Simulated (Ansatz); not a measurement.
Two isomers of C4H4F2: A = `CC#CC(F)F`, B = `FC1(F)C=CC1`.

Isolated molecules relaxed with PBE0-D4/def2-TZVP in Ansatz; ΔE leaves out vibrations. CBS: MP2 limit from def2 TZ/QZ plus the TZ coupled-cluster correction, frozen cores. Functionals use def2-TZVPP. B3LYP here is the variant with VWN-RPA as its local correlation; programs differ in this.

A:

```xyz
10

C     1.2344    0.4072   -1.6143
C     0.3704    0.1356   -0.4858
C    -0.3440   -0.1061    0.4480
C    -1.2139   -0.3429    1.5882
F    -2.3179   -1.0417    1.2170
F    -0.5763   -1.0749    2.5384
H     1.2293    1.4711   -1.8623
H     0.9055   -0.1508   -2.4938
H     2.2624    0.1136   -1.3901
H    -1.5501    0.5888    2.0547
```

B:

Z-matrix (Å, degrees):
```
C
F 1 1.355
C 1 1.501 2 116.1
C 1 1.546 2 115.1 3 -100.9
F 1 1.355 2 106.1 3 130.6
C 3 1.333 1 92.1 2 -117.2
H 3 1.082 1 132.6 2 62.9
H 4 1.092 1 114.1 2 -126.0
H 4 1.092 1 114.1 2 2.0
H 6 1.083 3 132.8 1 180.0
```

Task: Which isomer does CCSD(T)/CBS put lower? Give the gap. (Best estimate.)

Result: Ansatz gave: B, by 34.6 kJ/mol.

Task: Give E(B) − E(A) in kJ/mol with B3LYP, HF/def2-TZVPP, B2PLYP, PBE0-D4, BLYP-D4, CCSD(T)/def2-SVP, LDA (SPW92). (Estimate.)

Result: Ansatz gave: B3LYP -16.2, HF/def2-TZVPP -17.9, B2PLYP -17.7, PBE0-D4 -46.6, BLYP-D4 -13.2, CCSD(T)/def2-SVP -31.8, LDA (SPW92) -58.0. None reverses the order clearly.

Task: Does the order hold for the free energy at 298.15 K (harmonic terms from PBE0-D4)? (Best estimate.)

Result: Ansatz gave: Yes: G(B) − G(A) = -20.7 kJ/mol. Modes under 60 cm⁻¹, often nearly free rotors, make the harmonic entropy too high.

Largest T1 diagnostic: 0.012.

The D4 term adds −5.3 kJ/mol with B3LYP and −2.5 kJ/mol with PBE0; it sums over pairs of atoms, weighted by their polarisabilities, and B3LYP, whose exchange is more repulsive, gets the larger term. Leaving LDA and LC-ωPBE aside and taking each functional with its dispersion term where it has one, the values spread over 33.4 kJ/mol, from PBE0-D4 to BLYP-D4. LDA lies −22.8 kJ/mol from PBE without D4.
